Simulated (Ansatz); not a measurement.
C$_{4}$H$_{5}$NO, SMILES `C=C1CN=CO1`, relaxed with RKS PBE0-D4/def2-TZVP in Ansatz from a PBE-D4/def2-SVP geometry. The force threshold is 0.005 eV/Å; the program also tests the step.

The species carries charge 0 and has multiplicity 1.

Start:

```xyz
11

C     0.241   -1.820   -0.298
C     0.145   -0.512   -0.016
C    -0.763    0.587   -0.551
N    -0.369    1.794    0.182
C     0.575    1.419    0.955
O     0.966    0.101    0.931
H    -0.423   -2.269   -1.049
H     0.978   -2.457    0.212
H    -1.841    0.368   -0.387
H    -0.642    0.745   -1.646
H     1.135    2.044    1.668
```

(1) By how much does the energy fall, and how many steps does the optimiser take? (Estimate.)

(2) Which bonds change most? (Estimate.)

(3) Give the relaxed structure. (An estimate is asked.)

Answers

(1) Ansatz gave: 1.54 kcal/mol, in 5 steps.

(2) The calculation gave: C1–C2 from 1.342 to 1.322 Å; C3–H10 from 1.112 to 1.094 Å; C3–H9 from 1.112 to 1.094 Å; C5–H11 from 1.101 to 1.083 Å.

(3) The calculation gave: 
```xyz
11

C     0.238   -1.798   -0.296
C     0.141   -0.510   -0.016
C    -0.759    0.576   -0.550
N    -0.358    1.775    0.181
C     0.569    1.403    0.946
O     0.954    0.099    0.925
H    -0.413   -2.239   -1.037
H     0.961   -2.428    0.204
H    -1.818    0.365   -0.375
H    -0.633    0.732   -1.625
H     1.117    2.025    1.644
```
